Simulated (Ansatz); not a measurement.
Barrier H + ClH via ClH2, on the benchmark's geometries as Psi4's copy gives them; open shells unrestricted, no zero-point energy, no spin–orbit coupling.
Transition structure (charge 0, multiplicity 2):
```xyz
3

H      0.00000     0.00000     1.48580
Cl     0.00000     0.00000     0.00000
H      0.00000     0.00000    -1.48580
```

Run with Ansatz (Gaussian orbitals). Values without a source in brackets are computed.

The barrier height (kcal/mol) and the share of exact exchange:

```tsv
functional	exact exchange (%)	value
PBE/def2-TZVPPD	0	9.56
PBE0/def2-TZVPPD	25	13.35
BLYP/def2-TZVPPD	0	9.76
B3LYP/def2-TZVPPD	20	12.40
BHLYP/def2-TZVPPD	50	16.59
r2SCAN/def2-TZVPPD	0	9.43
```

Problem. Take the value as linear in the share of exact exchange along PBE and PBE0. Give the slope, say whether the sign turns, and set the other functionals against that line.

Solution. 
Slope: (13.35 − (9.56))/2.5 = 1.52 kcal/mol for each 10 %. The line keeps its sign from 0 to 100 %. At 50 % it gives 17.1 kcal/mol. The LYP pair gives (16.59 − (9.76))/5 = 1.37 for each 10 %. BHLYP, at 50 %, lies -0.6 from the PBE line. B3LYP, at 20 %, lies -0.2 from the PBE line. r2SCAN, with none, stands -0.1 from PBE.

Ansatz is a quantum-chemistry and plane-wave program.
